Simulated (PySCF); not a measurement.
Simulated outer-valence photoelectron spectrum of `CC(F)F`. Method used: EOM-IP-CCSD/aug-cc-pVDZ in PySCF, restricted Hartree–Fock reference, frozen core, non-relativistic, gas phase, PBE0-D3(BJ)/def2-SVP geometry.

Each root has a Gaussian of 0.3 eV full width with its one-hole share as area; cross sections and vibrations are left out, and the highest printed point is 100.

ionisation energy (eV), intensity and a bar:
```
     12.2          2 #
     12.4         31 #########
     12.6         45 ##############
     12.8          6 ##
     13.0          0 
     13.2          0 
     13.4          0 
     13.6          0 
     13.8          1 
     14.0         28 ########
     14.2        100 ##############################
     14.4         38 ###########
     14.6         11 ###
     14.8         58 #################
     15.0         70 #####################
     15.2         28 ########
     15.4         15 #####
     15.6         52 ################
     15.8         17 #####
     16.0          0 
     16.2          0 
     16.4          0 
     16.6          0 
     16.8          0 
     17.0          0 
     17.2          1 
     17.4         18 #####
     17.6         52 ###############
     17.8         13 ####
     18.0          0 
     18.2          0 
     18.4          1 
     18.6         25 ########
     18.8         48 ###############
     19.0          8 ##
     19.2          0
```

**Question.** Where are the maxima, and how many lines lie under the curve?

**Answer.** 6 maxima, at 12.5, 14.2, 14.9, 15.6, 17.6 and 18.8 eV, from 8 lines. At this width some lines have no maximum of their own.

**Question.** List the lines with their holes.

**Answer.** 
```csv
E (eV),leading hole (HF orbital),area,Koopmans (eV)
12.53,HOMO,0.96,13.92
14.18,HOMO-2,0.95,15.43
14.25,HOMO-1,0.96,15.25
14.83,HOMO-4,0.95,17.09
15.05,HOMO-3,0.95,16.75
15.61,HOMO-5,0.95,18.10
17.59,HOMO-6,0.94,19.83
18.75,HOMO-7,0.94,20.69
```

The widest gap, 1.98 eV, lies between 15.61 and 17.59 eV. Only orbitals with −ε under 21 eV, eight at most, were ionised, so the high end of the curve may lack lines.
